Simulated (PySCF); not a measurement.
# C4H5ClO: the cost of one run

Programs: PySCF 2.14.0, with density-fitted response routines of our own. Each step states its level of theory. These are calculated values for one molecule, in the gas phase or a continuum, unless marked as measured. Atoms are numbered from 0 throughout.

## 1. The molecule as given

11 atoms, charge 0, multiplicity 1; geometry from: GFN2-xTB. The atoms were then displaced at random by about 0.01 Å, so the start is not that level's minimum.

Bonds of the start (Å): O0–C1 1.22, C1–Cl2 1.78, C1–C3 1.43, C3–C4 1.52, C4–C5 1.47, C5–C3 1.54, C3–H6 1.10, C4–H7 1.10, C4–H8 1.10, C5–H9 1.08, C5–H10 1.07.

## 2. Relaxing the molecule at PBE0-D3(BJ)/def2-SVP

What the job is given:

```
{"job": {"xc": "PBE0", "basis": "def2-SVP", "d3": "d3bj", "grid": 1, "shake": 0.01, "kind": "geom"}, "charge": 0, "multiplicity": 1}
O      1.982510    -1.670190     0.801410
C      1.309350    -0.864120     0.182630
Cl     1.963870    -0.186070    -1.328530
C      0.020140    -0.350540     0.513750
C     -0.411580     1.067720     0.194110
C     -1.027570    -0.028570    -0.565520
H     -0.372600    -0.789070     1.439100
H      0.341090     1.697390    -0.293140
H     -0.996540     1.592820     0.970550
H     -2.049920    -0.312830    -0.353770
H     -0.720640    -0.182370    -1.576260
```

Run with:

```
$ OMP_NUM_THREADS=1 python probes_run.py task.json out
```

One launch serves the whole session: the jobs run in the order shown.

**Question.** How long does this first job take on 1 thread of Arm Neoverse V2, shared host, and how much memory does it need?

About 36 s, with a peak of 0.48 GiB.
